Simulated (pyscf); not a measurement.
# Elimination: `[OH][SiH]([OH])[OH]` -> `[O]=[Si]([OH])[OH]` + `[H][H]`

Gas phase, singlet surface, charge 0. Bonds broken: O1–H5, Si2–H6. Bonds formed: H5–H6. PySCF, gas phase, ωB97X-D3(BJ)/def2-SVP geometries.

Transition state (Å):

```xyz
8

O     -0.5399    -0.4475     1.4338
Si    -0.8794    -0.1658    -0.0661
O     -0.0991    -0.8288    -1.3451
O     -2.3354     0.3272    -0.6030
H     -0.0536     0.8618     0.9723
H     -0.0313     1.3917     0.1891
H      0.7201    -1.2970    -1.1457
H     -2.5072     0.2491    -1.5481
```

One imaginary mode, 1247i cm⁻¹; descent along it reached the two sides named.

```
bond    change  reactant side (Å)  saddle  product side
------  ------  -----------------  ------  ------------
O1–H5   breaks              0.962   1.471           2.7
Si2–H6  breaks              1.479   1.792         2.587
H5–H6    forms                2.8   0.946         0.763
```

Electronic energies relative to the reactant's lowest minimum found (kcal/mol):

| level | barrier | reaction energy | reverse barrier |
|---|---|---|---|
| ωB97X-D3(BJ)/def2-TZVP | 61.3 | +46.2 | 15.1 |
| PBE/def2-TZVP | 51.8 | +40.1 | 11.6 |
| r²SCAN/def2-TZVP | 55.3 | +43.2 | 12.1 |
| B3LYP-D3(BJ)/def2-TZVP | 58.6 | +42.9 | 15.7 |
| PBE0-D3(BJ)/def2-TZVP | 58.2 | +46.8 | 11.3 |
| M06-2X/def2-TZVP | 62.3 | +46.7 | 15.6 |
| ωB97M-D3(BJ)/def2-TZVP | 60.0 | +45.0 | 15.0 |
| HF/def2-TZVP | 76.5 | +51.8 | 24.7 |

With ωB97M-D3(BJ)/def2-TZVP energies and thermal terms (ideal gas, 1 atm, RRHO with modes under 100 cm⁻¹ raised to 100, one conformer, R ln 2 for chiral ones without a mode under 150 cm⁻¹), in kcal/mol:

```tsv
T (K)	ΔH‡	ΔG‡	ΔH	ΔG
298	56.8	57.8	+40.9	+34.0
600	56.1	59.2	+41.1	+26.9
900	55.7	60.8	+40.9	+19.9
1200	55.3	62.5	+40.4	+12.9
```

At the saddle there is also a short H–Si contact that neither side keeps. One saddle was located; it need not be the lowest between these sides.
